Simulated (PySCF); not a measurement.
Bonds (- single, = double, # triple, : aromatic): C1=C2, C2-C3, C3-C4, C4-C5, C5-C1. C1 carries H6; C2 carries H7; C3 carries H8, H9; C4 carries H10, H11; C5 carries H12, H13.

GIAO shifts from PySCF on PBE0-D3(BJ)/def2-TZVP geometries (one conformer, non-relativistic, equivalent nuclei averaged), against TMS at the same level and in the same medium; PCM means IEF-PCM chloroform.

Measured (solution, not stated in the table (CDCl3 in this author's series); The use of chemical shift calculations in the conformational analysis of substituted benzenes, New J. Chem. 2019 (ESI)): H6/H7 5.74, H8/H9/H12/H13 2.31, H10/H11 1.82 ppm.

Which unscaled values do B97-2/pcSseg-2, gas; WP04/pcSseg-2, PCM; wB97X-D/pcSseg-2, PCM give, and how close are they?

## Answers


```
        atoms  measured  B97-2/pcSseg-2, gas  WP04/pcSseg-2, PCM  wB97X-D/pcSseg-2, PCM
        H6/H7      5.74                 6.10                5.91                   6.23
H8/H9/H12/H13      2.31                 2.46                2.39                   2.43
      H10/H11      1.82                 1.88                1.83                   1.89
```

Mean absolute error for $^{1}$H: B97-2/pcSseg-2, gas 0.19, WP04/pcSseg-2, PCM 0.09, wB97X-D/pcSseg-2, PCM 0.23 ppm.
